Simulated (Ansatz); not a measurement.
Reaction (SMILES): [H][H] (H2) → 2 H atom
B3LYP-D3(BJ)/def2-TZVP geometries, fixed; electronic energies without zero-point terms.

The bond dissociation energy at MP2 with Ansatz (a quantum-chemistry and plane-wave program), in kcal/mol, split into its Hartree-Fock and correlation parts. Open shells are unrestricted. No added dispersion term, no relativity. Functions are those of the species that has most.

| basis | X | functions | Hartree-Fock | MP2 |
|---|---|---|---|---|
| aug-cc-pVDZ | 2 | 18 | 81.67 | 98.81 |
| aug-cc-pVTZ | 3 | 46 | 83.68 | 103.76 |
| aug-cc-pVQZ | 4 | 92 | 83.80 | 104.67 |
| aug-cc-pV5Z | 5 | 160 | 83.82 | 105.00 |

Worked estimate of the basis-set limit from each neighbouring pair, with Hartree-Fock from the larger set and the correlation part extrapolated as X^-3.
Correlation parts: X = 2: 17.14, X = 3: 20.08, X = 4: 20.87, X = 5: 21.18.
- (2,3): (27·(20.08) - 8·(17.14))/19 = 21.32; with Hartree-Fock 83.68 the estimate is 105.00 kcal/mol.
- (3,4): (64·(20.87) - 27·(20.08))/37 = 21.45; with Hartree-Fock 83.80 the estimate is 105.25 kcal/mol.
- (4,5): (125·(21.18) - 64·(20.87))/61 = 21.51; with Hartree-Fock 83.82 the estimate is 105.33 kcal/mol.
The last two estimates differ by 0.08 kcal/mol; the largest set lies 0.33 from the last. Over the last step Hartree-Fock moves by 0.02 and the correlation part by 0.31.
